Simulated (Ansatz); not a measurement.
# AlH₅OSi: one species, many methods

The task here is to estimate one member of a computed series from the others.

Program: Ansatz 0.2.0, Gaussian basis. Level of theory: functionals in def2-TZVPP, the program's frozen cores in correlated methods. These are calculated values, not measurements.

Levels to be run: LDA (SPW92), PBE-D4, revPBE-D4, BLYP-D4, r2SCAN-D4, B97M-V, PBE0-D4, B3LYP-D4, r2SCANh-D4, r2SCAN0-D4, HSE06-D4, BHLYP-D4, CAM-B3LYP-D4, LC-ωPBE, ωB97X-V, ωB97M-V, B2PLYP, PBE-QIDH; CCSD(T)/def2-SVP; CCSD(T)/def2-TZVPP; MP2/def2-QZVPP; extrapolation to the limit; RPA on PBE.

## Structure used throughout

The geometry comes from an earlier relaxation with PBE0-D4 in a triple-zeta def2 set; it is a stationary point, not always the lowest conformer.

SMILES `[AlH2][O][SiH3]`, 8 atoms, charge 0, spin multiplicity 1.

Atoms are counted from 1 here; the program's logs count them from 0.

Bond lengths: Al1–O2 1.681 Å, Al1–H4 1.579 Å, Al1–H5 1.579 Å, O2–Si3 1.623 Å, Si3–H6 1.487 Å, Si3–H7 1.487 Å, Si3–H8 1.487 Å. Angles: O2–Al1–H4 118.0°, O2–Al1–H5 118.0°, H4–Al1–H5 124.1°, Al1–O2–Si3 178.9°, O2–Si3–H6 109.9°, O2–Si3–H7 110.3°, O2–Si3–H8 110.3°, H6–Si3–H7 108.8°, H6–Si3–H8 108.8°, H7–Si3–H8 108.6°.

Set-up of the first run:

Input file in.yaml:

```yaml
crystal:
  periodic: [false, false, false]
  atoms:
    - {symbol: Al, position_ang: [-0.997576, 1.071157, -1.153569]}
    - {symbol: O, position_ang: [-0.093269, 0.088195, -0.132139]}
    - {symbol: Si, position_ang: [0.785008, -0.836129, 0.872302]}
    - {symbol: H, position_ang: [-2.435748, 0.574765, -1.576372]}
    - {symbol: H, position_ang: [-0.355648, 2.432175, -1.632471]}
    - {symbol: H, position_ang: [1.629564, -1.775204, 0.087177]}
    - {symbol: H, position_ang: [-0.108431, -1.624249, 1.762763]}
    - {symbol: H, position_ang: [1.668201, 0.012288, 1.716509]}
basis:
  gaussian: {orbitals: def2-TZVPP}
hamiltonian: {xc: lda}
output: {orbitals: {seedname: orbitals}}
```

Launch:

```bash
> ansatz run in.yaml --threads 4 --pin off --events-out ev --progress --plain --max-ram 10444MiB
```

Among the steps run: LDA; PBE-D4 (GGA); revPBE-D4 (GGA); BLYP-D4 (GGA); r2SCAN-D4 (meta-GGA); B97M-V (meta-GGA); PBE0-D4 (hybrid); B3LYP-D4 (hybrid); r2SCANh-D4 (hybrid); r2SCAN0-D4 (hybrid); HSE06-D4 (hybrid); BHLYP-D4 (hybrid); CAM-B3LYP-D4 (range-separated); LC-ωPBE (range-separated); ωB97X-V (range-separated); ωB97M-V (range-separated); B2PLYP (double hybrid); PBE-QIDH (double hybrid).

One of the session's tables, all rows but one given; the rest of the session is left out.

It belongs to the step «Orbital energies across the functionals». 

```
  functional  HOMO (eV)  gap (eV)
 LDA (SPW92)      -6.95      4.76
      PBE-D4      -6.90      4.94
   revPBE-D4      -6.88      5.01
     BLYP-D4      -6.83      4.96
   r2SCAN-D4      -7.23      5.65
      B97M-V      -7.38      5.47
     PBE0-D4      -8.24      7.06
    B3LYP-D4      -8.05      6.64
  r2SCANh-D4      -7.72      6.40
  r2SCAN0-D4      -8.46      7.51
    HSE06-D4          ?         ?
    BHLYP-D4      -9.52      9.09
CAM-B3LYP-D4      -9.64      9.36
     LC-ωPBE     -10.99     11.83
     ωB97X-V     -10.66     11.37
     ωB97M-V     -10.48     10.87
```

Estimate the missing values for HSE06-D4.

As computed: HOMO (eV): -7.84; gap (eV): 6.29. In the column «HOMO (eV)» it lies between B3LYP-D4 (-8.05) and r2SCANh-D4 (-7.72).
